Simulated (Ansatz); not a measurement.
# NH3 with C2H6: superposition error and deformation, part 2 of 3

Ansatz 0.2.0, Gaussian basis. The steps go on from the part before.

### Step 13. CCSD(T)/def2-TZVPPD

The inputs:

a/in.yaml

```yaml
crystal:
  periodic: [false, false, false]
  atoms:
    - {symbol: N, position_ang: [-0.041129, -0.147376, -2.334607]}
    - {symbol: H, position_ang: [-0.791275, 0.229530, -2.900658]}
    - {symbol: H, position_ang: [0.606456, -0.605941, -2.963484]}
    - {symbol: H, position_ang: [-0.444478, -0.865836, -1.745639]}
basis:
  gaussian: {orbitals: "def2-TZVPPD.json"}
correlation: {method: ccsd_t}
```

b/in.yaml

```yaml
crystal:
  periodic: [false, false, false]
  atoms:
    - {symbol: C, position_ang: [0.486696, 0.810219, 1.126988]}
    - {symbol: C, position_ang: [-0.316053, -0.458119, 1.358799]}
    - {symbol: H, position_ang: [0.631164, 0.987145, 0.059048]}
    - {symbol: H, position_ang: [-0.020241, 1.681837, 1.548818]}
    - {symbol: H, position_ang: [1.471863, 0.746194, 1.596001]}
    - {symbol: H, position_ang: [-0.472550, -0.651828, 2.423067]}
    - {symbol: H, position_ang: [0.192052, -1.331415, 0.940613]}
    - {symbol: H, position_ang: [-1.302406, -0.394509, 0.891155]}
basis:
  gaussian: {orbitals: "def2-TZVPPD.json"}
correlation: {method: ccsd_t}
```

The same command starts each run, in its folder.

Launch:

```sh
ansatz run in.yaml --threads 4 --pin off --events-out ev --progress --plain --max-ram 9574MiB
```

Log of a, cut to the lines that bear on the results:

```text
Functional definition: HF
  name "HF"
  cite "Fock, Z. Phys. 61, 126 (1930) doi:10.1007/BF01340294"
  parent pbe
[...]
497 factors; integrals over basis functions are off by at most 6.5e-4 eV
[...]
mean field -1529.87710510 eV, -56.2219466245 hartree, gradient 5.0e-7 eV, S^2 0.000000; 0 other end points of the search recorded, 0 dependent functions left out
1 core orbitals not correlated: weight in the atoms' cores, before any rotation towards them, 1.000 or more for the frozen orbitals, at most 0.000 for the correlated occupied ones
reference -1529.87710510 eV, -56.2219466245 hartree; 4, 4 occupied and 83, 83 virtual orbitals, 497 factors
second order -6.43513594 eV of doubles, -0.00000000 eV of singles
cycle   1  -6.61115065 eV  change   -1.8e-1 eV  update   4.2e-2
[...]
cycle   9  -6.76742749 eV  change    3.2e-6 eV  update   5.7e-6
perturbative correction -0.21607212 eV, -0.0079405039 hartree
Total energy: -1536.86060471 eV, -56.4785855016 hartree
```

Log of b, cut to the lines that bear on the results:

```text
[... 4 set-up lines as earlier in the session ...]
[...]
979 factors; integrals over basis functions are off by at most 9.8e-4 eV
[...]
mean field -2156.82463807 eV, -79.2618435010 hartree, gradient 6.6e-7 eV, S^2 0.000000; 0 other end points of the search recorded, 0 dependent functions left out
2 core orbitals not correlated: weight in the atoms' cores, before any rotation towards them, 1.000 or more for the frozen orbitals, at most 0.000 for the correlated occupied ones
reference -2156.82463807 eV, -79.2618435010 hartree; 7, 7 occupied and 167, 167 virtual orbitals, 979 factors
second order -10.07462905 eV of doubles, -0.00000000 eV of singles
cycle   1  -10.64392911 eV  change   -5.7e-1 eV  update   5.7e-2
[...]
cycle   8  -10.92702675 eV  change   -4.2e-6 eV  update   6.2e-6
perturbative correction -0.36724647 eV, -0.0134960589 hartree
Total energy: -2168.11891129 eV, -79.6769003863 hartree
```

Times: 0.5 s (a), 9 s (b) on 4 threads of Arm Neoverse V1, shared host; peak memory 1.6 GiB.

### Step 14. Relaxing NH3 alone

relax-a/in.yaml

```yaml
crystal:
  periodic: [false, false, false]
  atoms:
    - {symbol: N, position_ang: [-0.041129, -0.147376, -2.334607]}
    - {symbol: H, position_ang: [-0.791275, 0.229530, -2.900658]}
    - {symbol: H, position_ang: [0.606456, -0.605941, -2.963484]}
    - {symbol: H, position_ang: [-0.444478, -0.865836, -1.745639]}
basis:
  gaussian: {orbitals: def2-TZVP}
hamiltonian: {xc: pbe0, dispersion: d4}
relax: {f_tol: 0.005, max_steps: 200}
```

Launch:

```sh
ansatz run in.yaml --threads 4 --pin off --events-out ev --progress --plain --max-ram 9574MiB
```

Log, cut to the lines that bear on the results:

```text
[... 5 set-up lines as earlier in the session ...]
[...]
287 factors; their error is unknown
[...]
mean field -1537.79930198 eV, -56.5130819901 hartree, gradient 1.8e-5 eV, S^2 0.000000; 0 other end points of the search recorded, 0 dependent functions left out
[...]
Total energy: -1537.80844328 eV, -56.5134179265 hartree
Atom 0 at    -0.040878    -0.146814    -2.333901 Å, force    -0.000350    -0.001678    -0.002528 eV/Å
Atom 1 at    -0.790975     0.229076    -2.900884 Å, force     0.001028    -0.000820     0.001925 eV/Å
Atom 2 at     0.605780    -0.605989    -2.963518 Å, force    -0.001118     0.000930     0.001968 eV/Å
Atom 3 at    -0.444354    -0.865896    -1.746086 Å, force     0.000440     0.001568    -0.001365 eV/Å
Dipole moment:    -0.158568    -0.250969    -0.190397 e Å
```

Wall time 0.65 s (4 threads of Arm Neoverse V1, shared host).

The steps of the relaxation:

```
step  energy from step 1 (eV)  largest force component (eV/Å)
   1                   0.0000                          0.0164
   2                   0.0000                          0.0080
   3                   0.0000                          0.0025
```

Close pairs (by a distance rule), those that changed most:

| bond | before (Å) | after (Å) | change (Å) |
| --- | --- | --- | --- |
| N1–H4 | 1.013 | 1.013 | -0.000 |
| N1–H3 | 1.012 | 1.013 | +0.000 |
| N1–H2 | 1.013 | 1.013 | +0.000 |

### Step 15. Relaxing C2H6 alone

relax-b/in.yaml

```yaml
crystal:
  periodic: [false, false, false]
  atoms:
    - {symbol: C, position_ang: [0.486696, 0.810219, 1.126988]}
    - {symbol: C, position_ang: [-0.316053, -0.458119, 1.358799]}
    - {symbol: H, position_ang: [0.631164, 0.987145, 0.059048]}
    - {symbol: H, position_ang: [-0.020241, 1.681837, 1.548818]}
    - {symbol: H, position_ang: [1.471863, 0.746194, 1.596001]}
    - {symbol: H, position_ang: [-0.472550, -0.651828, 2.423067]}
    - {symbol: H, position_ang: [0.192052, -1.331415, 0.940613]}
    - {symbol: H, position_ang: [-1.302406, -0.394509, 0.891155]}
basis:
  gaussian: {orbitals: def2-TZVP}
hamiltonian: {xc: pbe0, dispersion: d4}
relax: {f_tol: 0.005, max_steps: 200}
```

Launch:

```sh
ansatz run in.yaml --threads 4 --pin off --events-out ev --progress --plain --max-ram 9574MiB
```

Log, cut to the lines that bear on the results:

```text
[... 5 set-up lines as earlier in the session ...]
[...]
624 factors; their error is unknown
[...]
mean field -2170.11284657 eV, -79.7501761563 hartree, gradient 4.5e-5 eV, S^2 0.000000; 0 other end points of the search recorded, 0 dependent functions left out
[...]
Atom 4 at     1.471546     0.745736     1.593749 Å, force     0.000413     0.000810     0.000243 eV/Å
Atom 5 at    -0.469706    -0.647958     2.424046 Å, force    -0.000136    -0.000379    -0.000322 eV/Å
Atom 6 at     0.188619    -1.334157     0.940536 Å, force    -0.000534    -0.000381     0.000374 eV/Å
Atom 7 at    -1.303765    -0.398568     0.891985 Å, force    -0.000179    -0.000562     0.000508 eV/Å
Dipole moment:     0.000003     0.000004    -0.000005 e Å
```

Run time: 2.1 s. Hardware: 4 threads of Arm Neoverse V1, shared host.

The steps of the relaxation:

```csv
step,energy from step 1 (eV),largest force component (eV/Å)
1,0.0000,0.0756
2,-0.0007,0.0290
3,-0.0008,0.0042
```

Close pairs (by a distance rule), those that changed most:

```csv
bond,before (Å),after (Å),change (Å)
C2–H7,1.093,1.093,-0.001
C2–H8,1.093,1.093,-0.001
C1–H3,1.092,1.093,+0.001
C2–H6,1.093,1.093,-0.000
C1–H4,1.093,1.093,-0.000
C1–H5,1.093,1.093,-0.000
C1–C2,1.519,1.519,-0.000
```

### Step 16. PBE-D4/def2-TZVPPD

free-a/in.yaml

```yaml
crystal:
  periodic: [false, false, false]
  atoms:
    - {symbol: N, position_ang: [-0.040878, -0.146814, -2.333901]}
    - {symbol: H, position_ang: [-0.790975, 0.229076, -2.900884]}
    - {symbol: H, position_ang: [0.605780, -0.605989, -2.963518]}
    - {symbol: H, position_ang: [-0.444354, -0.865896, -1.746086]}
basis:
  gaussian: {orbitals: "def2-TZVPPD.json"}
hamiltonian: {xc: pbe, dispersion: d4}
```

free-b/in.yaml

```yaml
crystal:
  periodic: [false, false, false]
  atoms:
    - {symbol: C, position_ang: [0.485195, 0.807956, 1.127769]}
    - {symbol: C, position_ang: [-0.317573, -0.460588, 1.358364]}
    - {symbol: H, position_ang: [0.637031, 0.995653, 0.062111]}
    - {symbol: H, position_ang: [-0.020822, 1.681449, 1.545927]}
    - {symbol: H, position_ang: [1.471546, 0.745736, 1.593749]}
    - {symbol: H, position_ang: [-0.469706, -0.647958, 2.424046]}
    - {symbol: H, position_ang: [0.188619, -1.334157, 0.940536]}
    - {symbol: H, position_ang: [-1.303765, -0.398568, 0.891985]}
basis:
  gaussian: {orbitals: "def2-TZVPPD.json"}
hamiltonian: {xc: pbe, dispersion: d4}
```

The same command starts each run, in its folder.

Launch:

```sh
ansatz run in.yaml --threads 4 --pin off --events-out ev --progress --plain --max-ram 9574MiB
```

Log of free-a, cut to the lines that bear on the results:

```text
[... 4 set-up lines as earlier in the session ...]
[...]
356 factors; their error is unknown
[...]
mean field -1537.78630465 eV, -56.5126043470 hartree, gradient 4.4e-5 eV, S^2 0.000000; 0 other end points of the search recorded, 0 dependent functions left out
reference -1537.78633174 eV, -56.5126053425 hartree; 5, 5 occupied and 83, 83 virtual orbitals, 356 factors
Total energy: -1537.79771017 eV, -56.5130234921 hartree
```

Log of free-b, cut to the lines that bear on the results:

```text
[... 4 set-up lines as earlier in the session ...]
[...]
702 factors; their error is unknown
[...]
mean field -2169.64020376 eV, -79.7328068533 hartree, gradient 3.2e-5 eV, S^2 0.000000; 0 other end points of the search recorded, 0 dependent functions left out
reference -2169.64024342 eV, -79.7328083109 hartree; 9, 9 occupied and 167, 167 virtual orbitals, 702 factors
Total energy: -2169.71355592 eV, -79.7355024955 hartree
```

Times: 0.2 s (free-a), 0.8 s (free-b) on 4 threads of Arm Neoverse V1, shared host.

### Step 17. r2SCAN-D4/def2-TZVPPD

The same edit goes into each in.yaml of step 16 (free-a, free-b):

```diff
-hamiltonian: {xc: pbe, dispersion: d4}
+hamiltonian: {xc: r2scan, dispersion: d4}
```

Each run has its own folder and the same command.

Launch:

```sh
ansatz run in.yaml --threads 4 --pin off --events-out ev --progress --plain --max-ram 9574MiB
```

free-a printed, cut to the lines that bear on the results:

```text
[... 5 set-up lines as earlier in the session ...]
[...]
356 factors; their error is unknown
[...]
mean field -1538.79963558 eV, -56.5498435719 hartree, gradient 1.4e-5 eV, S^2 0.000000; 0 other end points of the search recorded, 0 dependent functions left out
reference -1538.79964356 eV, -56.5498438649 hartree; 5, 5 occupied and 83, 83 virtual orbitals, 356 factors
Total energy: -1538.80235663 eV, -56.5499435685 hartree
```

Log of free-b, cut to the lines that bear on the results:

```text
[... 5 set-up lines as earlier in the session ...]
[...]
702 factors; their error is unknown
[...]
mean field -2171.47602729 eV, -79.8002721235 hartree, gradient 4.0e-5 eV, S^2 0.000000; 0 other end points of the search recorded, 0 dependent functions left out
reference -2171.47603713 eV, -79.8002724852 hartree; 9, 9 occupied and 167, 167 virtual orbitals, 702 factors
Total energy: -2171.49369751 eV, -79.8009214923 hartree
```

Wall times: 0.55 s (free-a), 1.5 s (free-b) on 4 threads of Arm Neoverse V1, shared host.

### Step 18. PBE0-D4/def2-TZVPPD

Each input of step 17 (free-a, free-b) changes in the same lines:

```diff
-hamiltonian: {xc: r2scan, dispersion: d4}
+hamiltonian: {xc: pbe0, dispersion: d4}
+output: {orbitals: {seedname: orbitals}}
```

The same command starts each run, in its folder.

Launch:

```sh
ansatz run in.yaml --threads 4 --pin off --events-out ev --progress --plain --max-ram 9574MiB
```

free-a printed, cut to the lines that bear on the results:

```text
[... 5 set-up lines as earlier in the session ...]
[...]
356 factors; their error is unknown
[...]
mean field -1537.91284401 eV, -56.5172545825 hartree, gradient 2.9e-5 eV, S^2 0.000000; 0 other end points of the search recorded, 0 dependent functions left out
reference -1537.91286387 eV, -56.5172553125 hartree; 5, 5 occupied and 83, 83 virtual orbitals, 356 factors
Total energy: -1537.92198002 eV, -56.5175903249 hartree
```

Output in free-b, cut to the lines that bear on the results:

```text
[... 5 set-up lines as earlier in the session ...]
[...]
702 factors; their error is unknown
[...]
mean field -2170.16613001 eV, -79.7521342865 hartree, gradient 3.0e-5 eV, S^2 0.000000; 0 other end points of the search recorded, 0 dependent functions left out
reference -2170.16615772 eV, -79.7521353046 hartree; 9, 9 occupied and 167, 167 virtual orbitals, 702 factors
Total energy: -2170.22580008 eV, -79.7543271212 hartree
```

Times: 0.25 s (free-a), 0.8 s (free-b) on 4 threads of Arm Neoverse V1, shared host.

### Step 19. B3LYP-D4/def2-TZVPPD

The same edit goes into each in.yaml of step 18 (free-a, free-b):

```diff
-hamiltonian: {xc: pbe0, dispersion: d4}
-output: {orbitals: {seedname: orbitals}}
+hamiltonian: {xc: {name: B3LYP}, dispersion: d4}
```

The same command starts each run, in its folder.

Launch:

```sh
ansatz run in.yaml --threads 4 --pin off --events-out ev --progress --plain --max-ram 9574MiB
```

free-a printed, cut to the lines that bear on the results:

```text
[... 6 set-up lines as earlier in the session ...]
[...]
356 factors; their error is unknown
[...]
mean field -1539.90013419 eV, -56.5902861496 hartree, gradient 1.2e-5 eV, S^2 0.000000; 0 other end points of the search recorded, 0 dependent functions left out
reference -1539.90030013 eV, -56.5902922477 hartree; 5, 5 occupied and 83, 83 virtual orbitals, 356 factors
Total energy: -1539.91836172 eV, -56.5909559991 hartree
```

free-b printed, cut to the lines that bear on the results:

```text
[... 6 set-up lines as earlier in the session ...]
[...]
702 factors; their error is unknown
[...]
mean field -2173.27252692 eV, -79.8662922673 hartree, gradient 5.8e-6 eV, S^2 0.000000; 0 other end points of the search recorded, 0 dependent functions left out
reference -2173.27276974 eV, -79.8663011906 hartree; 9, 9 occupied and 167, 167 virtual orbitals, 702 factors
Total energy: -2173.38964545 eV, -79.8705962938 hartree
```

They took 0.25 s (free-a), 0.95 s (free-b) on 4 threads of Arm Neoverse V1, shared host.

### Step 20. wB97X-V/def2-TZVPPD

The same edit goes into each in.yaml of step 19 (free-a, free-b):

```diff
-hamiltonian: {xc: {name: B3LYP}, dispersion: d4}
+hamiltonian: {xc: {name: wB97X-V}}
```

The same command starts each run, in its folder.

Launch:

```sh
ansatz run in.yaml --threads 4 --pin off --events-out ev --progress --plain --max-ram 9574MiB
```

free-a printed, cut to the lines that bear on the results:

```text
[... 5 set-up lines as earlier in the session ...]
[...]
      + integral(e_c_pw_opposite_spin*poly(b97_u_opposite, cos0, cos1)) + vv10(b, c)
356 factors; their error is unknown
117 factors; integrals over basis functions are off by at most 5.3e-6 eV
[...]
mean field -1539.18336860 eV, -56.5639455002 hartree, gradient 3.6e-6 eV, S^2 0.000000; 0 other end points of the search recorded, 0 dependent functions left out
reference -1539.18336728 eV, -56.5639454515 hartree; 5, 5 occupied and 83, 83 virtual orbitals, 356 factors
Total energy: -1539.18336728 eV, -56.5639454515 hartree
```

Log of free-b, cut to the lines that bear on the results:

```text
[... 5 set-up lines as earlier in the session ...]
[...]
      + integral(e_c_pw_opposite_spin*poly(b97_u_opposite, cos0, cos1)) + vv10(b, c)
702 factors; their error is unknown
250 factors; integrals over basis functions are off by at most 1.0e-5 eV
[...]
mean field -2172.31812349 eV, -79.8312185882 hartree, gradient 4.4e-5 eV, S^2 0.000000; 0 other end points of the search recorded, 0 dependent functions left out
reference -2172.31812184 eV, -79.8312185276 hartree; 9, 9 occupied and 167, 167 virtual orbitals, 702 factors
Total energy: -2172.31812184 eV, -79.8312185276 hartree
```

They took 0.65 s (free-a), 2.4 s (free-b) on 4 threads of Arm Neoverse V1, shared host.

### Step 21. wB97M-V/def2-TZVPPD

Each input of step 20 (free-a, free-b) changes in the same lines:

```diff
-hamiltonian: {xc: {name: wB97X-V}}
+hamiltonian: {xc: {name: wB97M-V}}
```

Each run has its own folder and the same command.

Launch:

```sh
ansatz run in.yaml --threads 4 --pin off --events-out ev --progress --plain --max-ram 9574MiB
```

Log of free-a, cut to the lines that bear on the results:

```text
[... 5 set-up lines as earlier in the session ...]
  # Of w^i u^j: cxij and so on, Table III.
[...]
  gx(w, u) = 1 - cx + cx01*u + cx10*w
[...]
      + integral(e_c_pw_mod_opposite_spin*gos(b97_w_opposite, b97_u_opposite)) + vv10(b, c)
356 factors; their error is unknown
117 factors; integrals over basis functions are off by at most 5.3e-6 eV
[...]
mean field -1538.88754233 eV, -56.5530740853 hartree, gradient 2.4e-5 eV, S^2 0.000000; 0 other end points of the search recorded, 0 dependent functions left out
reference -1538.88757542 eV, -56.5530753013 hartree; 5, 5 occupied and 83, 83 virtual orbitals, 356 factors
Total energy: -1538.88757542 eV, -56.5530753013 hartree
```

free-b printed, cut to the lines that bear on the results:

```text
[... 5 set-up lines as earlier in the session ...]
  # Of w^i u^j: cxij and so on, Table III.
[...]
  gx(w, u) = 1 - cx + cx01*u + cx10*w
[...]
      + integral(e_c_pw_mod_opposite_spin*gos(b97_w_opposite, b97_u_opposite)) + vv10(b, c)
702 factors; their error is unknown
250 factors; integrals over basis functions are off by at most 1.0e-5 eV
[...]
mean field -2171.32576693 eV, -79.7947501574 hartree, gradient 6.2e-5 eV, S^2 0.000000; 0 other end points of the search recorded, 0 dependent functions left out
reference -2171.32580998 eV, -79.7947517393 hartree; 9, 9 occupied and 167, 167 virtual orbitals, 702 factors
Total energy: -2171.32580998 eV, -79.7947517393 hartree
```

They took 0.7 s (free-a), 2.6 s (free-b) on 4 threads of Arm Neoverse V1, shared host.

### Step 22. B2PLYP/def2-TZVPPD

Each input of step 21 (free-a, free-b) changes in the same lines:

```diff
-hamiltonian: {xc: {name: wB97M-V}}
+hamiltonian: {xc: {name: B2PLYP}}
```

The same command starts each run, in its folder.

Launch:

```sh
ansatz run in.yaml --threads 4 --pin off --events-out ev --progress --plain --max-ram 9574MiB
```

Output in free-a, cut to the lines that bear on the results:

```text
[... 5 set-up lines as earlier in the session ...]
[...]
500 factors; integrals over basis functions are off by at most 6.2e-4 eV
[...]
mean field -1536.41564877 eV, -56.4622336722 hartree, gradient 1.6e-6 eV, S^2 0.000000; 0 other end points of the search recorded, 0 dependent functions left out
1 core orbitals not correlated: weight in the atoms' cores, before any rotation towards them, 1.000 or more for the frozen orbitals, at most 0.000 for the correlated occupied ones
reference -1536.41575236 eV, -56.4622374791 hartree; 4, 4 occupied and 83, 83 virtual orbitals, 500 factors
second order -7.69391657 eV of doubles, -0.00000000 eV of singles
Total energy: -1538.49310983 eV, -56.5385789582 hartree
```

Output in free-b, cut to the lines that bear on the results:

```text
[... 5 set-up lines as earlier in the session ...]
[...]
978 factors; integrals over basis functions are off by at most 1.0e-3 eV
[...]
mean field -2167.49205851 eV, -79.6538639714 hartree, gradient 2.4e-6 eV, S^2 0.000000; 0 other end points of the search recorded, 0 dependent functions left out
2 core orbitals not correlated: weight in the atoms' cores, before any rotation towards them, 1.000 or more for the frozen orbitals, at most 0.000 for the correlated occupied ones
reference -2167.49220308 eV, -79.6538692840 hartree; 7, 7 occupied and 167, 167 virtual orbitals, 978 factors
second order -12.09612592 eV of doubles, -0.00000000 eV of singles
Total energy: -2170.75815707 eV, -79.7738908797 hartree
```

Wall times: 0.4 s (free-a), 1.6 s (free-b) on 4 threads of Arm Neoverse V1, shared host.

### Step 23. BLYP-D4/def2-TZVPPD

The same edit goes into each in.yaml of step 22 (free-a, free-b):

```diff
-hamiltonian: {xc: {name: B2PLYP}}
+hamiltonian: {xc: {name: BLYP}, dispersion: d4}
```

One command serves all of them, each in its own folder.

Launch:

```sh
ansatz run in.yaml --threads 4 --pin off --events-out ev --progress --plain --max-ram 9574MiB
```

free-a printed, cut to the lines that bear on the results:

```text
[... 4 set-up lines as earlier in the session ...]
[...]
356 factors; their error is unknown
[...]
mean field -1539.16541527 eV, -56.5632857274 hartree, gradient 2.4e-5 eV, S^2 0.000000; 0 other end points of the search recorded, 0 dependent functions left out
reference -1539.16564486 eV, -56.5632941646 hartree; 5, 5 occupied and 83, 83 virtual orbitals, 356 factors
Total energy: -1539.19309535 eV, -56.5643029517 hartree
```

free-b printed, cut to the lines that bear on the results:

```text
[... 4 set-up lines as earlier in the session ...]
[...]
702 factors; their error is unknown
[...]
mean field -2171.51887451 eV, -79.8018467298 hartree, gradient 5.4e-6 eV, S^2 0.000000; 0 other end points of the search recorded, 0 dependent functions left out
reference -2171.51919900 eV, -79.8018586548 hartree; 9, 9 occupied and 167, 167 virtual orbitals, 702 factors
Total energy: -2171.69128650 eV, -79.8081827538 hartree
```

Wall times: 0.25 s (free-a), 0.85 s (free-b) on 4 threads of Arm Neoverse V1, shared host.

### Step 24. revPBE-D4/def2-TZVPPD

Each input of step 23 (free-a, free-b) changes in the same lines:

```diff
-hamiltonian: {xc: {name: BLYP}, dispersion: d4}
+hamiltonian: {xc: {name: revPBE}, dispersion: d4}
```

One command serves all of them, each in its own folder.

Launch:

```sh
ansatz run in.yaml --threads 4 --pin off --events-out ev --progress --plain --max-ram 9574MiB
```

free-a printed, cut to the lines that bear on the results:

```text
[... 4 set-up lines as earlier in the session ...]
[...]
356 factors; their error is unknown
[...]
mean field -1539.33658364 eV, -56.5695760491 hartree, gradient 6.1e-5 eV, S^2 0.000000; 0 other end points of the search recorded, 0 dependent functions left out
reference -1539.33661756 eV, -56.5695772955 hartree; 5, 5 occupied and 83, 83 virtual orbitals, 356 factors
Total energy: -1539.39105333 eV, -56.5715777731 hartree
```

Output in free-b, cut to the lines that bear on the results:

```text
[... 4 set-up lines as earlier in the session ...]
[...]
702 factors; their error is unknown
[...]
mean field -2172.31161862 eV, -79.8309795387 hartree, gradient 3.7e-5 eV, S^2 0.000000; 0 other end points of the search recorded, 0 dependent functions left out
reference -2172.31166814 eV, -79.8309813586 hartree; 9, 9 occupied and 167, 167 virtual orbitals, 702 factors
Total energy: -2172.61408579 eV, -79.8420950022 hartree
```

Times: 0.2 s (free-a), 0.8 s (free-b) on 4 threads of Arm Neoverse V1, shared host.

[end of part 2 of 3]
